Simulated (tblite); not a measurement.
Compound: C₄H₁₀NO (doublet state).
Atom-mapped SMILES: `[CH3:1][O:2][CH2:3][CH2:4][CH2:5][NH:6]` (hydrogens: H7, H8, H9 on C1; H10, H11 on C3; H12, H13 on C4; H14, H15 on C5; H16 on N6)

Geometry (GFN2-xTB, Å), atoms numbered from 1 in this order:
```
atom  x, y, z in Å
C1     2.2491   -0.9613    0.2068
O2     1.1932   -0.0822    0.4843
C3     0.4890    0.3196   -0.6729
C4    -0.6984    1.1710   -0.2424
C5    -1.6940    0.3084    0.5345
N6    -2.3065   -0.6305   -0.2927
H7     2.7021   -1.2206    1.1619
H8     1.8877   -1.8724   -0.2867
H9     3.0022   -0.4901   -0.4377
H10    1.1567    0.8848   -1.3411
H11    0.1133   -0.5615   -1.2132
H12   -1.1836    1.5788   -1.1284
H13   -0.3472    1.9867    0.3898
H14   -2.4290    0.9409    1.0697
H15   -1.1317   -0.1985    1.3455
H16   -3.0105   -1.1641    0.2136
```

Level: GFN2-xTB in tblite, geometry and Hessian alike; calculated harmonic values, unscaled, isolated species. Against measured fundamentals such values can be off by several per cent, at times by over 20. One conformer, not necessarily the lowest. Open shells enter through the occupations alone, without spin polarisation, and single modes of such species can be off by tens of per cent.

Harmonic wavenumbers (cm⁻¹): 63.3, 109.4, 121.7, 216.7, 234.2, 294.0, 321.2, 427.3, 498.1, 755.7, 868.5, 909.0, 999.4, 1017.8, 1067.6, 1088.4, 1122.5, 1131.7, 1154.7, 1180.0, 1189.2, 1221.9, 1249.3, 1312.9, 1334.5, 1344.3, 1376.6, 1408.4, 1446.8, 1469.6, 1478.5, 1492.7, 2718.4, 2775.2, 2852.3, 2887.3, 2891.8, 2916.3, 3000.5, 3011.2, 3025.0, 3330.1.

A = 7198, B = 1888, C = 1732 MHz; mass 88.076 u (most abundant isotopes); point group C1, symmetry number 1; spin multiplicity 2.

Zero-point energy?

Half the sum of the wavenumbers: 29657 cm⁻¹ = 84.79 kcal/mol.

Give the ideal-gas entropy at 200 K and 1 bar in the rigid-rotor, harmonic-oscillator model (classical rotation).

Translation 37.38, rotation 25.82, vibration 13.24, spin (R ln 2) 1.38: S = 77.8 cal/(mol K).

And Cp and H(200 K) − H(0)?

Cp = 22.32 cal/(mol K), of which vibrations give 14.38 (their classical limit is 42 R = 83.5); H(200 K) − H(0) = 3.08 kcal/mol without the zero-point energy, 1.49 from vibrations.

What must be added to the electronic energy to get the Gibbs energy at 200 K and 1 bar?

ZPE + [H(200 K) − H(0)] − T·S = 84.79 + 3.08 − 15.56 = 72.31 kcal/mol.

Which modes carry the vibrational entropy at 200 K?

63.3 cm⁻¹: 3.57; 109.4 cm⁻¹: 2.51; 121.7 cm⁻¹: 2.31; 216.7 cm⁻¹: 1.29; 234.2 cm⁻¹: 1.17; 294.0 cm⁻¹: 0.83 cal/(mol K); the other 36 give 1.54 together.

How do the functions run with temperature in this model?

```csv
T (K),S (cal/(mol K)),Cp (cal/(mol K)),H − H(0) (kcal/mol),G − H(0) (kcal/mol),ln q(vib)
100,64.7,16.0,1.15,-5.32,1.05
300,88.1,29.1,5.64,-20.79,4.76
500,106.5,43.9,12.98,-40.28,8.38
800,130.9,59.7,28.71,-76.00,13.76
1000,145.0,66.7,41.39,-103.61,17.20
```

q(vib) and H(0) count from the zero-point level.

Blend soft modes into free rotors: weight 1/[1 + (100 cm⁻¹/ν̃)⁴] for the oscillator and the rest for a rotor with moment μB/(μ + B), μ = h/(8π²ν), B = 10⁻⁴⁴ kg m². What vibrational entropy results?

12.64 cal/(mol K) in place of 13.24, which changes −T·S at 200 K by +0.12 kcal/mol.

Hindered rotation and anharmonicity are outside this model. Other conformers, if any are populated, would add a mixing term that is left out. The structure is chiral; the term R ln 2 for an equal mix with its mirror image is left out.
